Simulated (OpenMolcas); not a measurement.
# M06-L/aug-pcseg-1 run of C4H2 (1,3-butadiyne)

Aim: the vertical ionisation energy of C4H2 (1,3-butadiyne) at M06-L/aug-pcseg-1, from 2 runs. 

Program for the calculation: OpenMolcas 26.06.

2 further runs of the same task are left out: 2 that didn't finish.

### Step 1. The structure to begin with

C4H2: 6 atoms, total charge 0, spin state singlet. SMILES: `C#CC#C`. Geometry: relaxed at PBE0-D4/def2-TZVP.

Bond lengths: C1–C2 1.205 Å, C2–C3 1.364 Å, C3–C4 1.205 Å, C1–H5 1.064 Å, C4–H6 1.064 Å. Angles: C1–C2–C3 180.0°, C2–C3–C4 180.0°, C2–C1–H5 180.0°, C3–C4–H6 180.0°.

### Step 2. A single-point energy at M06-L/aug-pcseg-1

Input file job.input:

```
&GATEWAY
  BasLib=$CurrDir
  Coord
  6
  angstrom
  C        1.419140      -1.102190       0.574700
  C        0.512970      -0.398530       0.207720
  C       -0.513080       0.398350      -0.207780
  C       -1.419150       1.102170      -0.574710
  H        2.219890      -1.723930       0.898960
  H       -2.219770       1.724120      -0.898890
  Basis=aug-pcseg-1
  Group=NoSym

&SEWARD

&SCF
  KSDFT=M06L
  PrOrbitals=0
```

The basis set aug-pcseg-1 is read from a file made from the Basis Set Exchange's data (not shown).

The run is started by

```bash
$ export MOLCAS_MEM=1860
$ pymolcas job.input > job.log
```

The program printed, shortened:

```text
--- Start Module: gateway ---
[...]
--- Stop Module: gateway /rc=_RC_ALL_IS_WELL_ ---
--- Start Module: seward ---
[...]
      Basis functions          110
--- Stop Module: seward /rc=_RC_ALL_IS_WELL_ ---
[...]
--- Start Module: scf ---
[...]
       Convergence after  13 Iterations
[...]
::    Total KS-DFT energy                            -153.4343460569
[...]
      Total spin, S                                     0.0000000000
[...]
      Total electronic charge=   26.000000
      Total            charge=   -0.000000
[...]
      Dipole Moment (debye):
      Origin of the operator (angstrom)=   -0.0000   -0.0000   -0.0000
                   X=  1.4157E-04               Y=  2.2360E-04               Z=  8.5033E-05           Total=  2.7797E-04
      Quadrupole Moment (debye*angstrom):
[...]
--- Stop Module: scf /rc=_RC_ALL_IS_WELL_ ---
[...]
```

Wall time 18 s (1 thread of Arm Neoverse V2, shared host); peak memory 0.65 GiB.

### Step 3. The doublet cation, same level

Input file job.input:

```
* C4H2 Kohn-Sham DFT

&GATEWAY
 BasLib=$CurrDir
 Coord
 6
 angstrom
 C        1.419140      -1.102190       0.574700
 C        0.512970      -0.398530       0.207720
 C       -0.513080       0.398350      -0.207780
 C       -1.419150       1.102170      -0.574710
 H        2.219890      -1.723930       0.898960
 H       -2.219770       1.724120      -0.898890
 Basis=aug-pcseg-1
 Group=NoSym

&SEWARD

&SCF
 UHF
 Charge=1
 Spin=2
 KSDFT=M06L
 PrOrbitals=0
```

The basis set aug-pcseg-1 is read from a file made from the Basis Set Exchange's data (not shown).

The run is started by

```bash
$ export MOLCAS_MEM=1860
$ pymolcas job.input > job.log
```

The program printed, shortened:

```text
--- Start Module: gateway ---
[...]
--- Stop Module: gateway /rc=_RC_ALL_IS_WELL_ ---
--- Start Module: seward ---
[...]
      Basis functions          110
--- Stop Module: seward /rc=_RC_ALL_IS_WELL_ ---
[...]
--- Start Module: scf ---
[...]
       Convergence after  26 Iterations
[...]
::    Total KS-DFT energy                            -153.0695535964
[...]
      Total spin, S                                     0.5052335914
[...]
      Total electronic charge=   25.000000
      Total            charge=    1.000000
[...]
      Dipole Moment (debye):
      Origin of the operator (angstrom)=   -0.0000   -0.0000   -0.0000
                   X=  1.3236E-04               Y=  2.3452E-04               Z=  8.1277E-05           Total=  2.8129E-04
      Center of Charge (angstrom)
[...]
--- Stop Module: scf /rc=_RC_ALL_IS_WELL_ ---
[...]
```

Run time: 43 s. Hardware: 1 thread of Arm Neoverse V2, shared host; peak memory 0.65 GiB.

### Step 4. Summary of results

Level: M06-L/aug-pcseg-1.

| quantity | value |
| --- | --- |
| singlet C4H2: total energy | -153.43435 Eh |
| singlet C4H2: dipole moment | 0.00 D |
| singlet C4H2: HOMO energy | -6.77 eV |
| singlet C4H2: LUMO energy | -1.53 eV |
| singlet C4H2: HOMO–LUMO gap | 5.23 eV |
| doublet cation: total energy | -153.06955 Eh |
| doublet cation: HOMO energy (highest over α and β) | -13.62 eV |
| doublet cation: LUMO energy (lowest over α and β) | -12.98 eV |
| doublet cation: ⟨S²⟩ | 0.760 |
| vertical ionisation energy (to the doublet cation) | 9.927 eV |

**Reading.** This program's gradients are faulty for this kind of reference, so any forces in the log (doublet cation) can't be trusted; the energy can. The vertical ionisation energy comes to 9.93 eV (229 kcal/mol). The negative HOMO energy of the first species, 6.77 eV, lies 3.16 eV below that difference.
